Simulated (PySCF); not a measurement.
# CH$_{3}$S, SMILES `[S]C` (charge 0, multiplicity 2)

Level of theory: PySCF 2.14.0 with ωB97X-D3(BJ)/def2-TZVP // B3LYP-D3(BJ)/def2-TZVP.

The highest occupied spin orbital is -9.11 eV and the dipole moment is 1.73 D. The total energy is -438.1172 Ha and the cost is around 40 core-seconds (rough).

```xyz
5

C     -0.1365     0.0191     0.0115
S      1.6608     0.0136     0.0295
H     -0.4432    -0.8445    -0.5882
H     -0.5495    -0.1038     1.0121
H     -0.5316     0.9156    -0.4650
```
Charge 0, spin multiplicity 2.
